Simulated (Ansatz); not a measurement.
Zinc-blende BeSe was calculated with B3LYP (VWN-RPA form) (plane waves, PAW; Ansatz, a quantum-chemistry and plane-wave program).

Settings: plane-wave cutoff 460 eV, 8×8×8 k mesh, Fermi–Dirac smearing 0.01 eV, scalar-relativistic PAW data made under PBE.

Pressure at four volumes; x = ln(V/17.552 Å³). One pressure is withheld.

```tsv
V (Å³/atom)	x	P (GPa)
16.675	-0.0513	?
16.948	-0.0350	2.99
17.552	0.0000	0.14
18.430	0.0488	-3.23
```

Question: Pass a parabola P(x) through the three rows shown, estimate the bulk modulus and its pressure derivative near zero pressure, and predict the withheld pressure.

Answer: Slopes between the rows: (0.14 − (2.99))/(0.0000 − (-0.0350)) = -81.43 and (-3.23 − (0.14))/(0.0488 − (0.0000)) = -69.06 GPa. Their difference over the span 0.0838 is c = 12.37/0.0838 = 147.6 GPa, so P(x) = 2.99 + (-81.43)(x − (-0.0350)) + 147.6 (x − (-0.0350))(x − (0.0000)). At the middle row B = −dP/dx = −[-81.43 + 147.6 × 0.0350] = 76.3 GPa, and B′ = dB/dP = 2c/B = 3.9. At x = -0.0513 the parabola gives 4.44 GPa; the run gives 4.44 GPa. The Birch–Murnaghan fit to the energies at all volumes has B0 = 75.4 GPa and B′ = 3.9.

Measured, for comparison: bulk modulus 92.2 GPa (temperature not stated, no zero-point or thermal correction; as tabulated in Inakpenu et al., APS March Meeting 2017, C27.9). Computed (rounded) less measured: bulk modulus -18 %.
